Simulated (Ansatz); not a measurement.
The cluster BC₂, relaxed as a doublet with UKS PBE0-D4/def2-TZVP in Ansatz, starting from the GFN2-xTB geometry. Force threshold 0.02 eV/Å.

The charge 0 doublet is spin-contaminated (final ⟨S²⟩ up to 0.98, 0.75 for a pure state). Another isomer (doublet) lies 0.74 eV lower at PBE0-D4/def2-TZVP; other spin states weren't run for this one.

Start:

```xyz
3

B     0.2048   -0.7752   -0.1410
C    -0.2390    0.4829   -0.6540
C     0.0342    0.2923    0.7950
```

Estimate the energy that the relaxation releases and the steps that it takes.

3.5 kcal/mol, in 6 steps; 7 s on 4 threads of Arm Neoverse V1 on a shared host. No frequencies were taken in this run, so the end may be a saddle point.

Does the start keep its bonding and symmetry?

By distances, no bond broke or formed. The bond that changes most is C2–C3, from 1.49 to 1.38 Å (atoms count from 1). Point group C2v at the start, Cs at the end, both within 0.05 Å.

Predict the relaxed structure.


```
atom   x (Å)   y (Å)   z (Å)
  B1   0.208  -0.786  -0.143
  C2  -0.230   0.481  -0.599
  C3   0.023   0.305   0.742
```
Bond lengths: 2 × B–C 1.42 Å; 1 × C–C 1.38 Å.
